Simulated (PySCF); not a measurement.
**What binds NaH: the parts of the energy along the bond**

State: ¹Σ⁺, singlet, closed shell. RHF-based CCSD(T) in PySCF 2.14 with Na cc-pCVTZ, H aug-cc-pVTZ and Na cc-pCVQZ, H aug-cc-pVQZ (frozen core orbitals: 1; no relativity). Correlation energies are extrapolated as n⁻³ (n = 3, 4), Hartree–Fock as (n+1)·exp(−9√n). SR is the spin-free X2C energy in Na cc-pCVTZ-DK, H cc-pVTZ-DK less the non-relativistic one in Na cc-pCVTZ, H cc-pVTZ. All energies in eV from Na + H.

```json
{"R (Å)": "1.6720", "HF/CBS": "-0.746", "CCSD corr.": "-1.057", "(T)": "-0.0148", "SR": "-0.0012", "total": "-1.819"}
{"R (Å)": "1.7480", "HF/CBS": "-0.854", "CCSD corr.": "-1.040", "(T)": "-0.0133", "SR": "-0.0004", "total": "-1.907"}
{"R (Å)": "1.8240", "HF/CBS": "-0.914", "CCSD corr.": "-1.025", "(T)": "-0.0121", "SR": "0.0002", "total": "-1.951"}
{"R (Å)": "1.9000", "HF/CBS": "-0.936", "CCSD corr.": "-1.014", "(T)": "-0.0111", "SR": "0.0008", "total": "-1.960"}
{"R (Å)": "1.9760", "HF/CBS": "-0.927", "CCSD corr.": "-1.006", "(T)": "-0.0103", "SR": "0.0013", "total": "-1.942"}
{"R (Å)": "2.0710", "HF/CBS": "-0.884", "CCSD corr.": "-0.999", "(T)": "-0.0096", "SR": "0.0018", "total": "-1.891"}
{"R (Å)": "2.1660", "HF/CBS": "-0.814", "CCSD corr.": "-0.997", "(T)": "-0.0092", "SR": "0.0021", "total": "-1.818"}
```

A fit to the total gives Re = 1.8847 Å, De = 1.960 eV, ωe = 1170.1 cm⁻¹, Be = 4.916 cm⁻¹ (masses 22.9898 and 1.0078 u).

Q: At R = 1.9000 Å the CCSD correlation energy is -0.306139 hartree in the smaller basis and -0.337091 in the larger. Extrapolate it.

A: (4³·E4 − 3³·E3)/(4³ − 3³) = -0.35968 hartree; the larger basis holds 93.7 % of it.

The T1 diagnostic is 0.012. The open-shell atoms are computed with UHF. Spin–orbit coupling, excitations beyond (T) and corrections to the Born–Oppenheimer picture are left out.
